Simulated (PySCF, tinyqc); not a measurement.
Worked calculation: FCI on RHF in the sto-6g basis, frozen core, for LiH, spin multiplicity 1. The lowest restricted solution is unstable here: a spin-polarised one lies 0.0037 hartree lower (PySCF). One step of it, computed by the program tinyqc.

Question. FCI: roots. Diagonalise (each vector has its largest component positive (the first on a tie)); all determinants have Ms = 0, so triplets appear too. The lowest singlet root is the correlation energy.

Occupation strings over the orbitals (2 doubly, a alpha, b beta, 0 empty; spin orbitals ordered 1a 1b 2a 2b ...): 220000 2ab000 2a000b 2ba000 2b000a 202000 20a00b 200200 200020 20b00a 200002

H - E(HF) between determinants (hartree):
```
           220000     2ab000     2a000b     2ba000     2b000a     202000     20a00b     200200
220000   0.000000   0.000000   0.000000   0.000000   0.000000   0.020961  -0.044452   0.020650
2ab000   0.000000   0.114693   0.013083  -0.020961   0.044452   0.073438   0.016843   0.020199
2a000b   0.000000   0.013083   0.329561   0.044452  -0.132567   0.016843   0.011252  -0.018265
2ba000   0.000000  -0.020961   0.044452   0.114693   0.013083  -0.073438   0.129619  -0.020199
2b000a   0.000000   0.044452  -0.132567   0.013083   0.329561  -0.016843   0.038712   0.018265
202000   0.020961   0.073438   0.016843  -0.073438  -0.016843   0.587875   0.107366   0.041687
20a00b  -0.044452   0.016843   0.011252   0.129619   0.038712   0.107366   0.500926  -0.012035
200200   0.020650   0.020199  -0.018265  -0.020199   0.018265   0.041687  -0.012035   0.620509
200020   0.020650   0.020199  -0.018265  -0.020199   0.018265   0.041687  -0.012035   0.016875
20b00a   0.044452   0.129619   0.038712   0.016843   0.011252  -0.107366  -0.030555   0.012035
200002   0.132567  -0.038712  -0.013971   0.038712   0.013971   0.030555   0.025276   0.019330

           200020     20b00a     200002
220000   0.020650   0.044452   0.132567
2ab000   0.020199   0.129619  -0.038712
2a000b  -0.018265   0.038712  -0.013971
2ba000  -0.020199   0.016843   0.038712
2b000a   0.018265   0.011252   0.013971
202000   0.041687  -0.107366   0.030555
20a00b  -0.012035  -0.030555   0.025276
200200   0.016875   0.012035   0.019330
200020   0.620509   0.012035   0.019330
20b00a   0.012035   0.500926  -0.025276
200002   0.019330  -0.025276   0.683307
```

Give: lowest roots of this matrix, relative to E(HF); lowest vectors; <S^2> of these roots; weight of the ground state by excitation level 0, 1, 2, ....

Answer.

lowest roots of this matrix, relative to E(HF) (hartree): [-0.0366, 0.0340, 0.0597, 0.1934, 0.4253, 0.4884, 0.5336, 0.6036]

lowest vectors, order 220000, 2ab000, 2a000b, 2ba000, 2b000a, 202000, 20a00b, 200200, 200020, 20b00a, 200002:
$$\begin{pmatrix}
0.9632 & 0.0000 & -0.1446 & 0.0000 \\
0.0731 & 0.6563 & 0.6365 & 0.1181 \\
0.0071 & -0.1701 & 0.0767 & 0.6725 \\
-0.0731 & 0.6563 & -0.6365 & 0.1181 \\
-0.0071 & -0.1701 & -0.0767 & 0.6725 \\
-0.0772 & 0.0000 & -0.2604 & 0.0000 \\
0.1117 & -0.2008 & 0.1957 & -0.1838 \\
-0.0198 & 0.0000 & -0.0113 & 0.0000 \\
-0.0198 & 0.0000 & -0.0113 & 0.0000 \\
-0.1117 & -0.2008 & -0.1957 & -0.1838 \\
-0.1727 & 0.0000 & 0.1108 & 0.0000
\end{pmatrix}$$

<S^2> of these roots: [0.0000, 2.0000, 0.0000, 2.0000, 0.0000, 0.0000, 2.0000, 0.0000]

weight of the ground state by excitation level 0, 1, 2, ...: [0.9277, 0.0108, 0.0615]
